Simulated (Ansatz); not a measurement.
```yaml
crystal:
  periodic: [false, false, false]
  atoms:
    - {symbol: Ge, position_ang: [-1.868043, -0.680140, -0.085082]}
    - {symbol: Al, position_ang: [0.495193, -0.351099, 0.103674]}
    - {symbol: Si, position_ang: [2.820583, 0.048973, -0.056995]}
    - {symbol: H, position_ang: [-1.447733, 0.982266, 0.038403]}
basis:
  gaussian: {orbitals: def2-TZVP}
magnetization: {spin_polarized: true, initial_magnetization: 2}
hamiltonian: {xc: pbe0}
relax: {f_tol: 0.004, max_steps: 80}
```

```sh
$ ansatz run in.yaml --threads 1 --pin off --events-out ev --progress --plain --max-ram 2176MiB
```

Steps of the relaxation (energy above the last step; positions in Å, forces in eV/Å):

```
4
step 1, 103.3 meV
Ge   -1.868   -0.680   -0.085   -0.462    0.681    0.025
Al    0.495   -0.351    0.104    0.266   -0.026    0.047
Si    2.821    0.049   -0.057    0.358    0.098   -0.010
H    -1.448    0.982    0.038   -0.162   -0.752   -0.062
```

```
4
step 2, 37.5 meV
Ge   -1.921   -0.634   -0.079   -0.031    0.021    0.019
Al    0.516   -0.354    0.098    0.154   -0.129   -0.023
Si    2.875    0.058   -0.053   -0.018    0.031    0.016
H    -1.470    0.930    0.034   -0.104    0.077   -0.011
```

```
4
step 3, 22.1 meV
Ge   -1.924   -0.613   -0.068    0.011   -0.012    0.014
Al    0.547   -0.418    0.087    0.166   -0.019   -0.030
Si    2.897    0.076   -0.047   -0.106   -0.027    0.019
H    -1.520    0.955    0.028   -0.071    0.057   -0.003
```

```
4
step 8, 0.2 meV
Ge   -1.855   -0.616   -0.025    0.050   -0.001    0.002
Al    0.659   -0.305    0.002   -0.035   -0.014   -0.004
Si    3.024   -0.065   -0.005   -0.004    0.001    0.002
H    -1.827    0.986    0.028   -0.010    0.014    0.000
```

```
4
step 10, 0.0 meV
Ge   -1.849   -0.616   -0.021    0.002    0.001    0.000
Al    0.659   -0.305   -0.007   -0.001    0.000    0.000
Si    3.024   -0.067    0.000    0.000    0.000    0.000
H    -1.834    0.988    0.029   -0.001   -0.001    0.000
```

Close pairs at the end: Ge1–H4 1.604 Å, Al2–Si3 2.377 Å, Ge1–Al2 2.527 Å.

A stationary point of unrestricted PBE0 after 10 steps, with ⟨S²⟩ = 2.009 against 2.00 for a pure state; no frequencies were run, so it isn't proven a minimum. 8.7 min on 1 thread of Arm Neoverse N1, shared host.
